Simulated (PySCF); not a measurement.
C4H8, quintet, at a GFN2-xTB geometry of the parent state (a higher spin typed on purpose: for a closed-shell molecule this is an excited state) (in this run its highest filled SCF level lies above zero, so its values depend strongly on the basis, on diffuse functions most of all); DF-BLYP/def2-SVP (PySCF).

PySCF was given this input:
```python
from pyscf import gto, scf, dft

mol = gto.Mole()
mol.atom = '''
    C    -0.003583   -0.007268    1.449531
    C    -0.000314   -0.000637    0.127043
    H    -0.002796    0.903902    2.023744
    H    -0.007186   -0.924151    2.014567
    C     0.004712    1.267277   -0.672192
    H     0.005227    2.140049   -0.024851
    H     0.885835    1.305480   -1.312337
    H    -0.873056    1.309725   -1.316663
    C    -0.001358   -1.260473   -0.684882
    H    -0.005051   -2.139692   -0.046336
    H    -0.879304   -1.292232   -1.329725
    H     0.879587   -1.296478   -1.325398
'''
mol.basis = 'def2-svp'
mol.charge = 0
mol.spin = 4
mol.verbose = 4
mol.build()

mf = dft.UKS(mol)
mf.xc = 'blyp'
mf = mf.density_fit(auxbasis='def2-universal-jkfit')
mf.kernel()
mf.analyze()
```

### Question
Predict the main parts of the log of this PySCF run.

### Answer

```
PySCF version 2.14.0

[INPUT] verbose = 4
[INPUT] num. atoms = 12
[INPUT] num. electrons = 32
[INPUT] charge = 0
[INPUT] spin (= nelec alpha-beta = 2S) = 4
[INPUT] symmetry False subgroup None
[INPUT] Mole.unit = angstrom
[INPUT] Symbol           X                Y                Z      unit          X                Y                Z       unit  Magmom
[...]
nuclear repulsion = 120.428269296611
number of shells = 48
number of NR pGTOs = 152
number of NR cGTOs = 96
basis = def2-svp
ecp = {}

******** <class 'pyscf.df.df_jk.DFUKS'> ********
method = DFUKS
initial guess = minao
damping factor = 0
level_shift factor = 0
DIIS = <class 'pyscf.scf.diis.CDIIS'>
diis_start_cycle = 1
diis_space = 8
diis_damp = 0
SCF conv_tol = 1e-09
SCF conv_tol_grad = None
SCF max_cycles = 50
direct_scf = False
number electrons alpha = 18  beta = 14
XC library pyscf.dft.libxc version 7.1.2
    S. Lehtola, C. Steigemann, M. J. T. Oliveira, and M. A. L. Marques,  SoftwareX 7, 1–5 (2018)
XC functionals = blyp
    A. D. Becke,  Phys. Rev. A 38, 3098 (1988)
    C. Lee, W. Yang, and R. G. Parr,  Phys. Rev. B 37, 785 (1988)
    B. Miehlich, A. Savin, H. Stoll, and H. Preuss,  Chem. Phys. Lett. 157, 200 (1989)
radial grids:
    Treutler-Ahlrichs [JCP 102, 346 (1995); DOI:10.1063/1.469408] (M4) radial grids

becke partition: Becke, JCP 88, 2547 (1988); DOI:10.1063/1.454033
pruning grids: <function nwchem_prune>
grids dens level: 3
symmetrized grids: False
atomic radii adjust function: <function treutler_atomic_radii_adjust>
small_rho_cutoff = 0
Set gradient conv threshold to 3.16228e-05
tot grids = 134936
init E= -157.060974318329

cycle= 1 E= -156.462555722258  delta_E= 0.598  |g|= 0.24  |ddm|= 8.58

cycle= 2 E= -156.37890499001  delta_E= 0.0837  |g|= 0.385  |ddm|= 6.61

cycle= 3 E= -156.432806239585  delta_E= -0.0539  |g|= 0.265  |ddm|= 7.68

cycle= 4 E= -156.49906636633  delta_E= -0.0663  |g|= 0.0318  |ddm|= 2.78

cycle= 5 E= -156.498503594407  delta_E= 0.000563  |g|= 0.0362  |ddm|= 0.286

cycle= 6 E= -156.499556216345  delta_E= -0.00105  |g|= 0.00796  |ddm|= 0.256

cycle= 7 E= -156.499604403095  delta_E= -4.82e-05  |g|= 0.00125  |ddm|= 0.097

cycle= 8 E= -156.49960401805  delta_E= 3.85e-07  |g|= 0.00133  |ddm|= 0.0202

cycle= 9 E= -156.499605669674  delta_E= -1.65e-06  |g|= 0.000259  |ddm|= 0.0122

cycle= 10 E= -156.499605737271  delta_E= -6.76e-08  |g|= 0.000121  |ddm|= 0.00976

cycle= 11 E= -156.499605745196  delta_E= -7.93e-09  |g|= 9.69e-05  |ddm|= 0.00337

[...]
converged SCF energy = -156.499605753263  <S^2> = 6.0039352  2S+1 = 5.0015738
Total Energy =                        -156.499605753262529
[...]
spin_pop of  8 C 1s       -0.00000
spin_pop of  8 C 2s        0.07258
spin_pop of  8 C 3s        0.00328
spin_pop of  8 C 2px       0.00591
spin_pop of  8 C 2py       0.19777
spin_pop of  8 C 2pz       0.00443
spin_pop of  8 C 3px       0.00074
spin_pop of  8 C 3py       0.00333
spin_pop of  8 C 3pz       0.00138
spin_pop of  8 C 3dxy      0.00076
spin_pop of  8 C 3dyz      0.00039
spin_pop of  8 C 3dz^2    -0.00002
spin_pop of  8 C 3dxz      0.00033
spin_pop of  8 C 3dx2-y2    0.00005
spin_pop of  9 H 1s        0.11361
spin_pop of  9 H 2s        0.05418
spin_pop of  9 H 2px       0.00008
spin_pop of  9 H 2py      -0.00008
spin_pop of  9 H 2pz       0.00045
spin_pop of  10 H 1s        0.09102
spin_pop of  10 H 2s        0.04677
spin_pop of  10 H 2px       0.00002
spin_pop of  10 H 2py       0.00039
spin_pop of  10 H 2pz      -0.00002
spin_pop of  11 H 1s        0.09102
spin_pop of  11 H 2s        0.04677
spin_pop of  11 H 2px       0.00003
spin_pop of  11 H 2py       0.00039
spin_pop of  11 H 2pz      -0.00002
 ** Mulliken Spin Density (per atom)  **
spin density of  0 C =      1.18533
spin density of  1 C =      1.04711
spin density of  2 H =      0.14824
spin density of  3 H =      0.14825
spin density of  4 C =      0.29093
spin density of  5 H =      0.16824
spin density of  6 H =      0.13818
spin density of  7 H =      0.13818
spin density of  8 C =      0.29093
spin density of  9 H =      0.16824
spin density of  10 H =      0.13818
spin density of  11 H =      0.13818
 ** Mulliken pop alpha/beta on meta-lowdin orthogonal AOs **
 ** Mulliken pop       alpha | beta **
In total            18.00000 | 14.00000
 ** Mulliken atomic charges   ( Nelec_alpha | Nelec_beta ) **
charge of  0C =     -0.19251  (     3.68892      2.50359 )
charge of  1C =      0.11038  (     3.46837      2.42125 )
charge of  2H =      0.10725  (     0.52050      0.37225 )
charge of  3H =      0.10725  (     0.52050      0.37225 )
charge of  4C =     -0.25371  (     3.27232      2.98139 )
charge of  5H =      0.06786  (     0.55019      0.38195 )
charge of  6H =      0.05983  (     0.53917      0.40099 )
charge of  7H =      0.05983  (     0.53917      0.40099 )
charge of  8C =     -0.25371  (     3.27232      2.98139 )
charge of  9H =      0.06786  (     0.55019      0.38195 )
charge of  10H =      0.05983  (     0.53917      0.40099 )
charge of  11H =      0.05983  (     0.53917      0.40099 )
Dipole moment(X, Y, Z, Debye): -0.00191, -0.00388,  0.77210
```
